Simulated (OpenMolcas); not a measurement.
How methods differ on BF (SMILES [B]F)

BF has 2 atoms, charge 0, and is taken as a singlet. SMILES: `[B]F`. The shape is that of a PBE0-D4/def2-TZVP optimisation.

```xyz
2

B     0.0000    0.0000   -0.0094
F     0.0000    0.0000    1.2537
```

Quantity: the vertical ionisation energy (to the doublet cation), in eV. The values are calculated.

| level | kind | program | value (eV) | CPU time (all runs) |
| --- | --- | --- | --- | --- |
| HF/STO-3G | Hartree–Fock | OpenMolcas | 7.14 | 2.7 s |
| HF/STO-3G, open shells restricted | Hartree–Fock | OpenMolcas | 7.19 | 3.2 s |
| SVWN5/STO-3G | LDA | OpenMolcas | 7.98 | 4.8 s |
| PBE/STO-3G | GGA | OpenMolcas | 8.00 | 5 s |
| PW91/pcseg-0 | GGA | OpenMolcas | 10.98 | 4.8 s |
| PW91/pcseg-1 | GGA | OpenMolcas | 10.95 | 5.2 s |
| PW91/aug-pcseg-1 | GGA | OpenMolcas | 11.00 | 6.2 s |
| PW91/pcseg-2 | GGA | OpenMolcas | 10.94 | 7.9 s |
| PW91/aug-pcseg-2 | GGA | OpenMolcas | 10.94 | 13 s |
| PW91/pcseg-3 | GGA | OpenMolcas | 10.94 | 25 s |

The values span 7.14 to 11.00 eV. Times are those of the runs behind each value, whatever else they computed, on shared processors of several kinds: orders of magnitude only.
